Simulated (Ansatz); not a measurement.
`C[Si]N`. Charge 0, multiplicity 1. All single points use the PBE0-D4/def2-TZVP geometry. It is one conformer, not always the lowest.

```xyz
8

C     0.089   -0.867   -0.825
Si    1.177    0.352    0.154
N    -0.046    1.108    1.078
H    -0.893   -1.066   -0.385
H     0.609   -1.819   -0.971
H    -0.067   -0.449   -1.828
H     0.161    1.856    1.720
H    -1.031    0.885    1.058
```

**Question.** What is the dipole moment at B3LYP/def2-TZVPP? (An estimate is asked.)

**Answer.** Ansatz gave: 1.89 D, with components (-1.77, 0.33, 0.59) D in this frame, pointing from negative to positive charge.

**Question.** And with PBE, r2SCAN, ωB97M-V? (Estimate.)

**Answer.** Ansatz gave: PBE 2.03 D, r2SCAN 2.10 D, ωB97M-V 1.85 D.

**Question.** Give the Mulliken charges with B3LYP, r2SCAN, PBE in def2-TZVPP. (Estimate.)

**Answer.** The calculation gave: 
```csv
atom,B3LYP,r2SCAN,PBE
C1,-0.37,-0.30,-0.36
Si2,0.17,0.19,0.11
N3,-0.33,-0.39,-0.31
H4,0.07,0.04,0.07
H5,0.09,0.07,0.10
H6,0.09,0.07,0.09
H7,0.15,0.17,0.16
H8,0.14,0.15,0.14
```

B3LYP here is the variant with VWN-RPA as its local correlation; programs differ in this.
